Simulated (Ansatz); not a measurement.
Ansatz (an electronic-structure program) input (PBE0/6-31+G*): A basis named .json is the Basis Set Exchange file of that set (core-valence sets with the plain set on hydrogen).

Ansatz 0.2 input:
```yaml
crystal:
  periodic: [false, false, false]
  atoms:
    - {symbol: C, position_ang: [0.00476229, 0.43392420, -0.00203639]}
    - {symbol: C, position_ang: [1.18383408, -0.15360148, 0.00493325]}
    - {symbol: F, position_ang: [-1.14596015, -0.26718838, -0.00280751]}
    - {symbol: H, position_ang: [-0.17580160, 1.50100015, -0.00772733]}
    - {symbol: H, position_ang: [1.28003303, -1.23028006, 0.01036986]}
    - {symbol: H, position_ang: [2.07783169, 0.45203897, 0.00524394]}
basis:
  gaussian:
    orbitals: 6-31+G_.json
hamiltonian:
  xc: {name: PBE0}
magnetization: {spin_polarized: false}
```

Output:

```
Functional definition: PBE0
integrals: 0.02 GiB planned
692 factors; their error is unknown
mean field: 0.15 GiB planned
mean field evaluation 1: about -4829.7138 eV, gradient 4.2e1 eV
mean field evaluation 2: about -4829.4026 eV, gradient 4.1e1 eV
mean field evaluation 4: about -4833.7786 eV, gradient 2.2e0 eV
mean field evaluation 8: about -4833.7852 eV, gradient 2.2e-2 eV
mean field -4833.77693217 eV, -177.6380258054 hartree, gradient 5.0e-5 eV, S^2 0.000000; 0 other end points of the search recorded, 0 dependent functions left out
reference -4833.77697570 eV, -177.6380274054 hartree; 12, 12 occupied and 51, 51 virtual orbitals, 692 factors
Total energy: -4833.77697570 eV, -177.6380274054 hartree
```
